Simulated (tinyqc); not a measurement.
The basis set: RHF and MP2 along a ladder of basis sets, for CH4, spin multiplicity 1. Computed by the program tinyqc with PySCF. Same geometry throughout; the dipole is taken about the origin.

Geometry (angstrom):
```
atom        x        y        z
C      0.0000   0.0000   0.0000
H      0.6100   0.6100   0.6100
H      0.6100  -0.6100  -0.6100
H     -0.6100   0.6100  -0.6100
H     -0.6100  -0.6100   0.6100
```

RHF and frozen-core MP2 in a ladder of bases:
```
basis        functions  E(RHF) (hartree)  E(MP2 corr) (hartree)  HOMO (eV)  LUMO (eV)  dipole (debye)
sto-3g               9        -39.724390              -0.052711   -14.4538    20.2240          0.0000
3-21g               17        -39.974859              -0.097058   -15.0190     8.2535          0.0000
6-31g               17        -40.178667              -0.096306   -15.0115     7.1065          0.0000
6-31g**             34        -40.199571              -0.161327   -15.0173     7.1322          0.0000
cc-pvdz             34        -40.195308              -0.159691   -14.9958     5.3582          0.0000
aug-cc-pvdz         59        -40.196532              -0.166405   -15.0284     1.0119          0.0000
cc-pvtz             86        -40.211618              -0.197791   -15.0548     3.9584          0.0000
```

What does the comparison show, and why?

From cc-pVDZ to cc-pVTZ the RHF energy falls by 16.3 mhartree and the correlation energy by 38.1. If valence correlation converges as X^-3, (27 E(T) - 8 E(D))/19 gives -0.2138 hartree, a rough estimate from such small X that usually falls short; STO-3G holds about 25 % of it. Beyond STO-3G the LUMO moves by 7.2 eV and the HOMO by 0.1 eV; diffuse functions lower the positive LUMO sharply, since an unbound virtual level tracks the most diffuse function.
